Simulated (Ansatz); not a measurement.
**NaB+ (doublet): from Hartree-Fock to the top rungs at distance B1–Na2 = 3.160 Å, cc-pVQZ**

The task here is to estimate one member of a computed series from the others.

Computed with Ansatz 0.2.0, Gaussian basis. Level: cc-pVQZ, core rule «outside noble gas», up to 6 orbitals frozen.

To be run: UHF; CCSD(T) on ROHF; CCSD(T) on UHF; CCSDT on ROHF; CCSDT on UHF.

47 further runs of the same task are left out: 16 for a known fault of the program, 28 that didn't finish, 3 set aside as unsound or not needed.

## The geometry

The geometry derives from a PBE0/def2-TZVP stationary point (not a proven minimum). One bond is set to the value named and the two fragments are kept rigid.

2 atoms, charge 1, spin multiplicity 2.

Atoms are counted from 1 here; the program's logs count them from 0.

No contacts short enough for the rule that draws bonds.

Set-up of the first run:

in.yaml reads:

```yaml
crystal:
  periodic: [false, false, false]
  atoms:
    - {symbol: B, position_ang: [0.000000, 0.000000, 0.000000]}
    - {symbol: Na, position_ang: [0.000000, 0.000000, 3.160000]}
basis:
  gaussian: {orbitals: cc-pVQZ}
total_charge: 1
magnetization: {spin_polarized: true, initial_magnetization: 1}
hamiltonian: {xc: hf}
output: {orbitals: {seedname: orbitals}}
```

Launch:

```bash
ansatz run in.yaml --threads 1 --pin off --events-out ev --progress --plain --max-ram 2393MiB
```

Steps of the session up to this table: UHF; CCSD(T) on ROHF; CCSD(T) on UHF; CCSDT on ROHF; CCSDT on UHF.

One of the session's tables, all rows but one given; the rest of the session is left out.

```
  method  from RCCSD(T) (meV)
    ROHF              +1918.6
     UHF              +1812.9
    RMP2               +550.1
    UMP2                    ?
   RCCSD                +42.2
   UCCSD                +37.6
RCCSD(T)                    0
UCCSD(T)                 -0.7
  RCCSDT                -11.2
  UCCSDT                -11.9
```

Q: Estimate the row for UMP2 from the others.

As computed: from RCCSD(T) (meV): +555.4. In the column «from RCCSD(T) (meV)» it lies between RMP2 (+550.1) and UHF (+1812.9).

Limits of these values: Restricted and unrestricted rows rest on different reference determinants; where their highest levels disagree by more than a few hundredths of an eV, they describe different states and don't form one ladder.
